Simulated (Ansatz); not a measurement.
BaGdCuS3 (Cmcm, No. 63; cell taken from a computed entry) was calculated with LDA in Ansatz (plane waves, PAW).

Numerical settings: plane-wave cutoff 520 eV, 10×10×4 k mesh (along the axes of the cell as run), Fermi–Dirac smearing 0.01 eV, spin-polarised start, scalar-relativistic PAW data made under PBE.

Cell (relaxed with PBEsol):

```cif
data_Ba4Cu4Gd4S12
_chemical_formula_sum 'Ba4 Gd4 Cu4 S12'
_space_group_name_H-M_alt 'Cmcm'
_space_group_IT_number 63
_space_group_name_Hall '-C 2c 2'
_cell_length_a 3.97631
_cell_length_b 13.30301
_cell_length_c 10.19582
_cell_angle_alpha 90.000
_cell_angle_beta 90.000
_cell_angle_gamma 90.000
loop_
_atom_site_label
_atom_site_type_symbol
_atom_site_symmetry_multiplicity
_atom_site_Wyckoff_symbol
_atom_site_fract_x
_atom_site_fract_y
_atom_site_fract_z
_atom_site_occupancy
Ba1 Ba 4 c 0.00000 0.74397 0.25000 1
Gd1 Gd 4 a 0.00000 0.00000 0.00000 1
Cu1 Cu 4 c 0.00000 0.46874 0.25000 1
S1 S 8 f 0.00000 0.36648 0.06681 1
S2 S 4 c 0.00000 0.06632 0.25000 1
```
(The calculation used a cell of 12 atoms; values per cell refer to that cell.)

**Question.** Predict the band gap, smallest direct gap on the k points sampled and direct gap at Γ.

**Answer.** 
band gap: 0.87 eV
smallest direct gap on the k points sampled: 1.12 eV
direct gap at Γ: 1.19 eV

Note: the magnetic order was assumed, not searched for or taken from measurement; the 4f shell is treated without U or exact exchange, so its levels and filling can be wrong; cell and atoms aren't relaxed at this level (largest force component 0.14 eV/Å, pressure -2.3 GPa).

Spin–orbit coupling is not included.

The computed numbers hold no vibrational or temperature effects.

Ansatz is an electronic-structure program.
